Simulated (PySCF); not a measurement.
## cyclopropylamine, C3H7N

Geometry:
| atom | x (Å) | y (Å) | z (Å) |
| --- | --- | --- | --- |
| N1 | 1.614 | -0.087 | 0.154 |
| C2 | 0.358 | 0.170 | -0.489 |
| C3 | -0.743 | 0.802 | 0.287 |
| C4 | -0.891 | -0.615 | -0.198 |
| H5 | 1.504 | -0.121 | 1.160 |
| H6 | 1.995 | -0.979 | -0.139 |
| H7 | 0.474 | 0.513 | -1.512 |
| H8 | -1.333 | 1.580 | -0.179 |
| H9 | -0.576 | 0.950 | 1.348 |
| H10 | -1.585 | -0.811 | -1.007 |
| H11 | -0.822 | -1.404 | 0.541 |

Theory: quadratic response CAM-B3LYP/def2-TZVPD first hyperpolarisability, Taylor convention, gas phase (PySCF 2.14.0). Geometry: PBE0-D3(BJ)/def2-TZVP.

**Question.** Give β for the processes computed.

**Answer.** In au, Taylor convention; the vector part is βᵢ = ⅓ Σⱼ (βᵢⱼⱼ + βⱼᵢⱼ + βⱼⱼᵢ); β∥ is 3/5 of the vector part along the dipole, the dipole points from − to +:
| process | λ (nm) | β vector norm | β∥ | β HRS | depolarisation ratio |
| --- | --- | --- | --- | --- | --- |
| static β(0;0,0) | ∞ | 68.5 | -33.8 | 27.4 | 5.66 |
| second harmonic β(−2ω;ω,ω) | 1907 | 71.4 | -35.3 | 28.6 | 5.63 |
| Pockels β(−ω;ω,0) | 1907 | 69.4 | -34.3 | – | – |
| second harmonic β(−2ω;ω,ω) | 1064 | 78.7 | -39.2 | 31.6 | 5.52 |
| Pockels β(−ω;ω,0) | 1064 | 71.6 | -35.5 | – | – |

**Question.** Which lowest excitations, dipole and polarisabilities go with it?

**Answer.** S1 5.92 eV (f = 0.026); S2 6.60 eV (f = 0.008); S3 6.84 eV (f = 0.008); dipole 1.21 D; isotropic α 45.1 au static, 45.2 au at 1907 nm, 45.5 au at 1064 nm, 45.5 au at 953.5 nm, 46.5 au at 532 nm.
